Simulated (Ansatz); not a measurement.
Molecular dynamics of BH$_{3}$O

Input file:

```yaml
crystal:
  periodic: [false, false, false]
  atoms:
    - { symbol: B, position_ang: [0.0481, 0.2286, -0.3133] }
    - { symbol: H, position_ang: [0.1857, 0.0487, 1.187] }
    - { symbol: O, position_ang: [-0.4428, -0.8868, -0.6624] }
    - { symbol: H, position_ang: [-0.174, -0.6323, 0.5709] }
    - { symbol: H, position_ang: [0.383, 1.2418, -0.7822] }
magnetization:
  spin_polarized: true
basis:
  gaussian: { orbitals: def2-SVPD }
hamiltonian:
  xc: revpbe
md:
  timestep: 0.5
  n_steps: 150
  ensemble: nve
  temperature: 600.0
  initial_velocities: maxwell_boltzmann
  seed: 38696
```

Run as:

```bash
$ ansatz run input.yaml --threads 1 --pin off --max-ram 2048MiB --backend cpu --events-out ev --progress --plain --runs-dir out
```

It starts from a rough guess of a transition structure, not a stationary point.

Output, in part (one step line in 6, the closing report, with atoms numbered from 0):

```
md step     0: t =     0.00 fs  T =   600.0 K  F+E_penalty+E_count = -2767.74169091 eV  E_kin = 0.232668 eV  conserved = -2767.50902291 eV  (27 SCF iters)
md step     6: t =     3.00 fs  T =  1318.5 K  F+E_penalty+E_count = -2768.01983684 eV  E_kin = 0.511305 eV  conserved = -2767.50853193 eV  (31 SCF iters)
md step    12: t =     6.00 fs  T =  4315.3 K  F+E_penalty+E_count = -2769.18510068 eV  E_kin = 1.673381 eV  conserved = -2767.51171995 eV  (28 SCF iters)
md step    18: t =     9.00 fs  T =  5939.9 K  F+E_penalty+E_count = -2769.81765989 eV  E_kin = 2.303383 eV  conserved = -2767.51427739 eV  (25 SCF iters)
md step    24: t =    12.00 fs  T =  4618.3 K  F+E_penalty+E_count = -2769.30280710 eV  E_kin = 1.790899 eV  conserved = -2767.51190762 eV  (29 SCF iters)
md step    30: t =    15.00 fs  T =  3829.3 K  F+E_penalty+E_count = -2768.99718964 eV  E_kin = 1.484923 eV  conserved = -2767.51226704 eV  (28 SCF iters)
md step    36: t =    18.00 fs  T =  2721.4 K  F+E_penalty+E_count = -2768.56155298 eV  E_kin = 1.055312 eV  conserved = -2767.50624141 eV  (26 SCF iters)
md step    42: t =    21.00 fs  T =  2972.1 K  F+E_penalty+E_count = -2768.66393278 eV  E_kin = 1.152507 eV  conserved = -2767.51142599 eV  (28 SCF iters)
md step    48: t =    24.00 fs  T =  3722.9 K  F+E_penalty+E_count = -2768.95392318 eV  E_kin = 1.443685 eV  conserved = -2767.51023787 eV  (29 SCF iters)
md step    54: t =    27.00 fs  T =  5908.8 K  F+E_penalty+E_count = -2769.80642948 eV  E_kin = 2.291310 eV  conserved = -2767.51511920 eV  (29 SCF iters)
md step    60: t =    30.00 fs  T =  3894.0 K  F+E_penalty+E_count = -2769.02043596 eV  E_kin = 1.510000 eV  conserved = -2767.51043576 eV  (29 SCF iters)
md step    66: t =    33.00 fs  T =  2318.4 K  F+E_penalty+E_count = -2768.41006598 eV  E_kin = 0.899030 eV  conserved = -2767.51103602 eV  (29 SCF iters)
md step    72: t =    36.00 fs  T =  2108.7 K  F+E_penalty+E_count = -2768.32961443 eV  E_kin = 0.817731 eV  conserved = -2767.51188354 eV  (30 SCF iters)
md step    78: t =    39.00 fs  T =  4141.4 K  F+E_penalty+E_count = -2769.12362545 eV  E_kin = 1.605933 eV  conserved = -2767.51769234 eV  (29 SCF iters)
md step    84: t =    42.00 fs  T =  4009.7 K  F+E_penalty+E_count = -2769.06687034 eV  E_kin = 1.554886 eV  conserved = -2767.51198469 eV  (30 SCF iters)
md step    90: t =    45.00 fs  T =  3740.0 K  F+E_penalty+E_count = -2768.96177923 eV  E_kin = 1.450290 eV  conserved = -2767.51148949 eV  (30 SCF iters)
md step    96: t =    48.00 fs  T =  3645.5 K  F+E_penalty+E_count = -2768.92014463 eV  E_kin = 1.413662 eV  conserved = -2767.50648283 eV  (27 SCF iters)
md step   102: t =    51.00 fs  T =  3754.7 K  F+E_penalty+E_count = -2768.96779088 eV  E_kin = 1.456016 eV  conserved = -2767.51177454 eV  (28 SCF iters)
md step   108: t =    54.00 fs  T =  4143.8 K  F+E_penalty+E_count = -2769.11861401 eV  E_kin = 1.606880 eV  conserved = -2767.51173389 eV  (28 SCF iters)
md step   114: t =    57.00 fs  T =  5004.7 K  F+E_penalty+E_count = -2769.45049947 eV  E_kin = 1.940740 eV  conserved = -2767.50975921 eV  (27 SCF iters)
md step   120: t =    60.00 fs  T =  4672.2 K  F+E_penalty+E_count = -2769.32479239 eV  E_kin = 1.811804 eV  conserved = -2767.51298803 eV  (29 SCF iters)
md step   126: t =    63.00 fs  T =  3686.4 K  F+E_penalty+E_count = -2768.94074661 eV  E_kin = 1.429525 eV  conserved = -2767.51122164 eV  (30 SCF iters)
md step   132: t =    66.00 fs  T =  2873.6 K  F+E_penalty+E_count = -2768.63178096 eV  E_kin = 1.114311 eV  conserved = -2767.51746967 eV  (29 SCF iters)
md step   138: t =    69.00 fs  T =  2686.4 K  F+E_penalty+E_count = -2768.56179727 eV  E_kin = 1.041736 eV  conserved = -2767.52006090 eV  (30 SCF iters)
md step   144: t =    72.00 fs  T =  2252.0 K  F+E_penalty+E_count = -2768.38223105 eV  E_kin = 0.873268 eV  conserved = -2767.50896280 eV  (30 SCF iters)
md step   150: t =    75.00 fs  T =  3977.6 K  F+E_penalty+E_count = -2769.05652166 eV  E_kin = 1.542446 eV  conserved = -2767.51407564 eV  (27 SCF iters)
Total energy: -2769.05656474 eV, -101.7609518202 hartree
Atom 0 at     0.103493     0.413258    -0.289831 Å, force    -0.758613    -2.522967    -0.396476 eV/Å
Atom 1 at     0.280064     0.393389     0.881624 Å, force     0.220432     0.422363     0.852973 eV/Å
Atom 2 at    -0.470220    -0.995957    -0.635148 Å, force     1.253604     2.423491     2.470514 eV/Å
Atom 3 at    -0.517802    -1.502656     0.298125 Å, force     0.176174     1.674072    -2.836939 eV/Å
Atom 4 at     0.473613     1.519706    -0.888267 Å, force    -0.891597    -1.996959    -0.090072 eV/Å
Dipole moment:     0.031234    -0.006357     0.263442 e Å
```

The run went to its last step. The conserved energy stayed within 2.2 meV per atom of its start (net change -1 meV per atom), so the integration is sound. The system heated up, since it started high on the potential surface and ran downhill. A run of 0.075 ps of so small a system gives no equilibrium averages. The orbitals stay closed-shell, which can raise the energy where a bond breaks towards radicals; this wasn't checked here.

The step under study would form H2–H4 and break B1–H2, O3–H4. These pairs go: H2–H4 0.99 → 2.14 Å, B1–H2 1.52 → 1.18 Å, O3–H4 1.29 → 1.06 Å. In the last frame they stand as before the step (other bonds may differ from the relaxed reactants and products). Also parted: B1–H4 1.25 → 2.10 Å. It ends as one piece, BH3O. Pairs count as bonded within 1.25 times the sum of covalent radii (0.12 Å more for H–H).

Last frame:

```xyz
5
Properties=species:S:1:pos:R:3
B 0.103 0.413 -0.290
H 0.280 0.393 0.882
O -0.470 -0.996 -0.635
H -0.518 -1.503 0.298
H 0.474 1.520 -0.888
```

Time of the run: 3.1 min on 1 CPU thread of a shared host.
